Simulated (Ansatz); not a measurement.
I need a rigid scan of one bond length of C2H3N, SMILES C1=NC1. Use Ansatz 0.2.0, Python API. Use (for the species named): Hartree-Fock, def2-SVP basis, multiplicity 1.

The script reads `c2h3n.xyz`:
```text
6

C    -0.47860   -0.63310   -0.25220
N     0.43040   -1.07390    0.36400
C     0.30270    0.44970    0.14820
H    -1.38510   -0.66420   -0.82530
H     1.06770    0.84290   -0.53980
H     0.10500    1.01470    1.05890
```

The script, `c2h3n.py`:
```python
# -*- coding: utf-8 -*-
'''Potential curve of C2H3N along one bond.'''

import ansatz as az
import numpy as np


def main():
    system = az.Crystal.molecule_from_extxyz('c2h3n.xyz')

    symbols = [site.symbol for site in system.cartesian_sites]
    start = np.array([site.position_ang for site in system.cartesian_sites])
    axis = (start[4] - start[2]) / np.linalg.norm(start[4] - start[2])
    moving = [4]
    lengths, energies = [0.94, 1.01, 1.1, 1.21, 1.38, 1.65, 1.98, 2.42], []
    for length in lengths:
        xyz = start.copy()
        xyz[moving] += (length - np.linalg.norm(start[4] - start[2])) * axis
        point = az.Crystal.molecule()
        for symbol, place in zip(symbols, xyz):
            point = point.atom(symbol, place.tolist())
        calc = (
            point.calculation()
            .basis(gaussian='def2-SVP')
            .functional('hf')
        )
        data = calc.run(threads=1).report
        energies.append(data['free_energy_ev'])
        print(f'r = {length:6.3f} A  E = {energies[-1]:.5f} eV  <S^2> = {abs(data["mean_field"]["state"]["spin_squared"]):.3f}')

    print('energy above the lowest point (eV):', [round(e - min(energies), 3) for e in energies])


if __name__ == '__main__':
    main()
```

```console
$ python c2h3n.py
r =  0.940 A  E = -3583.84241 eV  <S^2> = 0.000
r =  1.010 A  E = -3584.24579 eV  <S^2> = 0.000
r =  1.100 A  E = -3584.36392 eV  <S^2> = 0.000
r =  1.210 A  E = -3584.13640 eV  <S^2> = 0.000
r =  1.380 A  E = -3583.39393 eV  <S^2> = 0.000
r =  1.650 A  E = -3581.95236 eV  <S^2> = 0.000
r =  1.980 A  E = -3580.33574 eV  <S^2> = 0.000
r =  2.420 A  E = -3578.66059 eV  <S^2> = 0.000
energy above the lowest point (eV): [0.522, 0.118, 0.0, 0.228, 0.97, 2.412, 4.028, 5.703]
```

Reading the output:
- Total energies depend on the basis set; only differences at equal settings carry meaning.
- The rest of the molecule is held rigid at a force-field or estimated start geometry, and the basis set is modest; single-reference methods fail as a bond breaks.
- Hartree-Fock leaves correlation out, so bond, atomisation and ionisation energies come out well too low.
- The orbitals are restricted, so S² is zero by construction.
- Toward dissociation an unrestricted state can lie under the restricted one, by tenths of an eV for polar bonds under a functional and by 1 to 2 eV or more for others.
- It ran for 2.1 s on 1 thread of Arm Neoverse V1, on a shared host, peak memory 0.16 GiB.
